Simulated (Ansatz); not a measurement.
Input file:

```yaml
crystal:
  periodic: [false, false, false]
  atoms:
    - { symbol: Si, position_ang: [0.088285, 0.050446, -0.006564] }
    - { symbol: H, position_ang: [0.090244, 0.79599, 1.172703] }
    - { symbol: H, position_ang: [1.574165, -0.37806, -0.107955] }
    - { symbol: H, position_ang: [-0.115359, 0.937069, -1.409101] }
    - { symbol: O, position_ang: [-0.543153, -1.548153, -0.162778] }
    - { symbol: C, position_ang: [-1.513427, -2.524906, 0.252106] }
    - { symbol: H, position_ang: [-1.131213, -3.260853, 1.024528] }
    - { symbol: H, position_ang: [-2.469895, -2.130556, 0.6068] }
    - { symbol: H, position_ang: [-1.497432, -3.127571, -0.710282] }
basis:
  gaussian: { orbitals: "6-31G*" }
hamiltonian:
  xc: blyp
md:
  timestep: 0.5
  n_steps: 166
  ensemble: nve
  temperature: 1000.0
  initial_velocities: maxwell_boltzmann
  seed: 526314
  masses: [{ species: H, mass: 2.014 }]
```

Launched with:

```bash
$ ansatz run input.yaml --threads 1 --pin off --max-ram 2048MiB --backend cpu --events-out ev --progress --plain --runs-dir out
```

Hardware: 1 thread of Arm Neoverse V2, on a shared host.

**Question.** Roughly how long does this run take, and how much memory?

**Answer.** 3.9 min, with a peak of 0.11 GiB, for 167 ionic steps.
